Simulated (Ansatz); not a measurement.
Process, species as SMILES: S (H2S) → [SH] (SH) + H atom
B3LYP-D3(BJ)/def2-TZVP geometries, fixed; electronic energies without zero-point terms.

Energies in hartree at MP2 with Ansatz (a program for electronic structure); the bond dissociation energy is their sum with the coefficients shown, times 627.509 kcal/mol a hartree. All functions are spherical. Cores are frozen. Open shells are unrestricted. No added dispersion term, no relativity.

```json
[
 {"species": "S (H2S)", "coefficient": "-1", "part": "Hartree-Fock", "cc-pV(D+d)Z": "-398.69871", "cc-pV(T+d)Z": "-398.71493", "cc-pV(Q+d)Z": "-398.71899"},
 {"species": "S (H2S)", "coefficient": "-1", "part": "correlation", "cc-pV(D+d)Z": "-0.14593", "cc-pV(T+d)Z": "-0.19080", "cc-pV(Q+d)Z": "-0.20675"},
 {"species": "[SH] (SH)", "coefficient": "+1", "part": "Hartree-Fock", "cc-pV(D+d)Z": "-398.09119", "cc-pV(T+d)Z": "-398.10608", "cc-pV(Q+d)Z": "-398.10985"},
 {"species": "[SH] (SH)", "coefficient": "+1", "part": "correlation", "cc-pV(D+d)Z": "-0.11361", "cc-pV(T+d)Z": "-0.15149", "cc-pV(Q+d)Z": "-0.16497"},
 {"species": "H atom", "coefficient": "+1", "part": "Hartree-Fock", "cc-pV(D+d)Z": "-0.49928", "cc-pV(T+d)Z": "-0.49981", "cc-pV(Q+d)Z": "-0.49995"}
]
```

Question: Predict the bond dissociation energy in cc-pV(5+d)Z (X = 5): let each Hartree-Fock step shrink by the ratio of the last two, and fit each correlation energy at X = 3 and 4 to E + A/X^3. Compare with the run.

Answer: 
- S (H2S): steps -0.01622 and -0.00406, ratio 0.250, so Hartree-Fock -398.72001 (run: -398.71979); A = (-0.19080 - (-0.20675))/(1/27 - 1/64) = 0.7449, correlation -0.20675 - A/64 + A/125 = -0.21243 (run: -0.21334).
- [SH] (SH): steps -0.01489 and -0.00377, ratio 0.253, so Hartree-Fock -398.11080 (run: -398.11054); A = (-0.15149 - (-0.16497))/(1/27 - 1/64) = 0.6296, correlation -0.16497 - A/64 + A/125 = -0.16977 (run: -0.17071).
- H atom: steps -0.00053 and -0.00014, ratio 0.264, so Hartree-Fock -0.49999 (run: -0.49999).
Predicted 95.31 kcal/mol; the run in cc-pV(5+d)Z gives 95.31, a miss of -0.01. Keeping the value in cc-pV(Q+d)Z, 94.74, would miss by -0.58. All sums are of the energies as printed.
